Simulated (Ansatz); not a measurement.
# Structure relaxation of RePb3

Theory: DFT PBE, scalar-relativistic, plane waves, PAW (Ansatz 0.2.0). Cutoff 420 eV, Γ-centred k mesh, Gaussian smearing, no spin polarisation in the final step.

RePb3 was placed on the Cu3Au (L1_2) structure type (Pm-3m, No. 221), with Re in place of Au, Pb in place of Cu, at a guessed volume.

```yaml
crystal:
  lattice:
    - [4.70991, 0.00000, 0.00000]
    - [0.00000, 4.70991, 0.00000]
    - [0.00000, 0.00000, 4.70991]
  atoms:
    - { symbol: Re, position: [0.00000, 0.00000, 0.00000] }
    - { symbol: Pb, position: [0.00000, 0.50000, 0.50000] }
    - { symbol: Pb, position: [0.50000, 0.00000, 0.50000] }
    - { symbol: Pb, position: [0.50000, 0.50000, 0.00000] }
```

Cell and atoms relax at zero pressure; the relaxation can't lower the symmetry of the start.

Energies over the elements count from the elements' standard structures at the same level, with no empirical corrections.

**Question.** What does it relax into?

**Answer.** It keeps Pm-3m (No. 221). The result has the Cu3Au (L1_2) structure. Conventional cell: a = 4.652 Å. Re has 12 Pb at 3.29 Å; Pb has 4 Re at 3.29 Å and 8 Pb at 3.29 Å.

Space group Pm-3m (No. 221). a = 4.652 Å, b = 4.652 Å, c = 4.652 Å, α = 90.00°, β = 90.00°, γ = 90.00°
| atom | site | symmetry | x | y | z |
| --- | --- | --- | --- | --- | --- |
| Re | 1a | m-3m | 0.0000 | 0.0000 | 0.0000 |
| Pb | 3c | 4/mm.m | 0.0000 | 0.5000 | 0.5000 |

**Question.** What are its volume, energy, density and gap?

**Answer.** The volume per atom is 25.16 Å³ and the density is 13.33 g/cm³. The energy over the elements is 1.15 eV/atom and the gap on the 10×10×10 mesh is 0 eV (a metal).

The final run used a 10×10×10 mesh on its 4-atom cell and 0.10 eV smearing. The k mesh leaves about 4 meV/atom of noise in metals. Spin–orbit coupling is left out. A structure relaxed within its symmetry needn't be a true minimum.

Cost: 2 runs of about 0.97 core-minutes in all, on Arm Neoverse V2 (shared hosts).